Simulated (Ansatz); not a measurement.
A made-up structure of Si₂H₄O, singlet:

```json
{"atom": "O1", "x (Å)": "-1.4685", "y (Å)": "-1.0607", "z (Å)": "-0.5826"}
{"atom": "Si2", "x (Å)": "-0.4659", "y (Å)": "0.2092", "z (Å)": "-0.3272"}
{"atom": "Si3", "x (Å)": "1.3481", "y (Å)": "0.1111", "z (Å)": "0.9091"}
{"atom": "H4", "x (Å)": "-2.4071", "y (Å)": "-0.8857", "z (Å)": "-0.6731"}
{"atom": "H5", "x (Å)": "-1.2629", "y (Å)": "1.4698", "z (Å)": "-0.3992"}
{"atom": "H6", "x (Å)": "-1.1345", "y (Å)": "-1.9455", "z (Å)": "-0.7981"}
{"atom": "H7", "x (Å)": "2.1150", "y (Å)": "-1.1360", "z (Å)": "0.6221"}
```

It is relaxed with PBE-D4/def2-SVP and then PBE0-D4/def2-TZVP (Ansatz 0.2.0). Atoms count as bonded within 1.22 times the sum of their covalent radii (H–H: 0.88 Å). The end point is not checked to be a true minimum.

Q: Does its bonding change? (Judge from chemistry; the calculation decides.)

A: By the calculation: No: no bond forms or breaks.

Where it ends: The first stage lowers the energy by 1.67 eV in 11 steps. It ends as Si₂H₄O ([OH2][SiH][SiH]):
```
7
angstrom
O -1.2973 -1.0164 -0.8217
Si -0.3559 0.5538 -0.1134
Si 1.5198 0.0230 0.8115
H -2.0993 -1.2387 -0.3298
H -1.4177 1.5109 -0.5366
H -0.6262 -1.6953 -0.6133
H 1.0007 -1.3751 0.3541
```

Labels in which every atom is bracketed show which atoms are joined, not bond orders.

For scale, one of the runs: PBE0-D4/def2-TZVP relaxation, 129 basis functions, launched by `ansatz run in.yaml --threads 2 --pin off --events-out ev --progress --plain --max-ram 4352MiB`. The run took about 24 s on 2 CPU threads of an Arm Neoverse V1 (shared host).
